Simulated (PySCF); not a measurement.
# Energy profile

The step: BH₂OF ([OH][BH][F]) → BHO ([BH][O]) + HF; bonds formed: F2–H4; bonds broken: B1–F2, O3–H4 (atoms numbered as in the saddle structure below).

B1  (-0.203, 0.141, 0.478)
F2  (-0.261, -0.496, -1.116)
O3  (1.021, 0.406, 0.449)
H4  (0.708, -0.152, -0.799)
H5  (-1.265, 0.100, 0.987)
(Å)

Electronic energies by CCSD(T) at an estimated basis limit (MP2 extrapolated from triple and quadruple zeta, plus CCSD(T) − MP2 in triple zeta), on PBE0-D4/def2-TZVP structures; BH2OF, closed shell; no counterpoise correction. Computed with PySCF 2.14 with density fitting (its default auxiliary sets; JK sets also for MP2 and CCSD(T)) (basis: def2-TZVPP and def2-QZVPP); correlated methods freeze the cores. Extrapolation: Hartree–Fock as exp(−7.88 √X), correlation as X^−2.97.

Give the profile in kJ/mol, counted from the start structure. (To be estimated.)

By the calculation:
| point | kJ/mol |
| --- | --- |
| start structure | 0.0 |
| saddle | 248.6 |
| end structure | 161.4 |
| separated: BHO (linked as [BH][O]; B1, O3, H5; singlet) + HF (F2, H4; singlet) | 194.1 |

The T1 diagnostic stays at or below 0.020.

For scale, one of the runs: CCSD(T)/def2-TZVPP, 121 basis functions, launched by `OMP_NUM_THREADS=4 python run.py`. The run took 33 s on 4 CPU threads of an Arm Neoverse V2 (shared host), with 0.61 GiB of host memory at its peak.
